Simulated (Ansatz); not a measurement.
# C4H10O: small, medium and large basis sets

One table from this session's results is given with a row withheld; the runs are named, their logs left out.

Computed with Ansatz 0.2.0, Gaussian basis. Level: one geometry, several basis sets.

The runs, in order: PBE0-D4/def2-SVP; ωB97M-V/def2-SVP; PBE0-D4/def2-QZVPP; ωB97M-V/def2-QZVPP; the functionals' def2-TZVPP values are taken from earlier runs.

## Structure used throughout

An earlier PBE0-D4 in a triple-zeta def2 set relaxation fixed the geometry.

SMILES `CCC(C)O`, 15 atoms, charge 0, spin multiplicity 1.

Atoms are counted from 1 here; the program's logs count them from 0.

Bond lengths: C1–C2 1.519 Å, C1–H6 1.092 Å, C1–H7 1.094 Å, C1–H8 1.094 Å, C2–C3 1.522 Å, C2–H9 1.096 Å, C2–H10 1.095 Å, C3–C4 1.511 Å, C3–O5 1.419 Å, C3–H11 1.103 Å, C4–H12 1.093 Å, C4–H13 1.092 Å, C4–H14 1.091 Å, O5–H15 0.960 Å. Angles: C2–C1–H6 111.3°, C2–C1–H7 111.3°, C2–C1–H8 111.8°, H6–C1–H7 107.5°, H6–C1–H8 106.6°, H7–C1–H8 108.1°, C1–C2–C3 113.7°, C1–C2–H9 110.1°, C1–C2–H10 109.5°, C3–C2–H9 108.3°, C3–C2–H10 108.1°, H9–C2–H10 106.9°, C2–C3–C4 112.1°, C2–C3–O5 111.8°, C2–C3–H11 108.2°, C4–C3–O5 106.6°, C4–C3–H11 108.8°, O5–C3–H11 109.2° and more.

As a file:

```
C    -0.3429    1.8867    0.1508
C     0.2452    0.5523    0.5760
C     0.0305   -0.5612   -0.4394
C     0.6373   -1.8683    0.0135
O    -1.3482   -0.8117   -0.6638
H    -0.1135    2.6704    0.8757
H     0.0556    2.2059   -0.8173
H    -1.4332    1.8428    0.0713
H    -0.1903    0.2364    1.5303
H     1.3228    0.6623    0.7389
H     0.5040   -0.2588   -1.3882
H     0.1776   -2.1908    0.9510
H     1.7125   -1.7613    0.1719
H     0.4703   -2.6456   -0.7337
H    -1.7497   -0.0100   -1.0075
```

Set-up of the first run:

Contents of in.yaml:

```yaml
crystal:
  periodic: [false, false, false]
  atoms:
    - {symbol: C, position_ang: [-0.342900, 1.886726, 0.150780]}
    - {symbol: C, position_ang: [0.245160, 0.552328, 0.575978]}
    - {symbol: C, position_ang: [0.030548, -0.561175, -0.439364]}
    - {symbol: C, position_ang: [0.637345, -1.868296, 0.013484]}
    - {symbol: O, position_ang: [-1.348179, -0.811660, -0.663783]}
    - {symbol: H, position_ang: [-0.113496, 2.670412, 0.875656]}
    - {symbol: H, position_ang: [0.055560, 2.205877, -0.817297]}
    - {symbol: H, position_ang: [-1.433208, 1.842835, 0.071256]}
    - {symbol: H, position_ang: [-0.190294, 0.236386, 1.530320]}
    - {symbol: H, position_ang: [1.322776, 0.662311, 0.738948]}
    - {symbol: H, position_ang: [0.504033, -0.258803, -1.388205]}
    - {symbol: H, position_ang: [0.177571, -2.190805, 0.951032]}
    - {symbol: H, position_ang: [1.712494, -1.761302, 0.171851]}
    - {symbol: H, position_ang: [0.470255, -2.645552, -0.733746]}
    - {symbol: H, position_ang: [-1.749667, -0.009984, -1.007508]}
basis:
  gaussian: {orbitals: def2-SVP}
hamiltonian: {xc: pbe0, dispersion: d4}
output: {orbitals: {seedname: orbitals}}
```

On the command line:

```bash
> ansatz run in.yaml --threads 4 --pin off --events-out ev --progress --plain --max-ram 10444MiB
```

Steps of the session up to this table: PBE0-D4 in def2-SVP; ωB97M-V in def2-SVP; PBE0-D4 in def2-QZVPP; ωB97M-V in def2-QZVPP.

One table of the session follows, with a row left open; its other results are not shown here.

It belongs to the step «Functionals by basis». 

```
functional       basis  HOMO (eV)  LUMO (eV)
   PBE0-D4    def2-SVP          ?          ?
   PBE0-D4  def2-TZVPP      -7.69       0.98
   PBE0-D4  def2-QZVPP      -7.74       0.59
   ωB97M-V    def2-SVP      -9.92       3.24
   ωB97M-V  def2-TZVPP     -10.13       2.43
   ωB97M-V  def2-QZVPP     -10.18       1.78
```

**Question.** Estimate the row for PBE0-D4, def2-SVP.

As computed: HOMO (eV): -7.48; LUMO (eV): 1.57. In the column «HOMO (eV)» it is the highest.
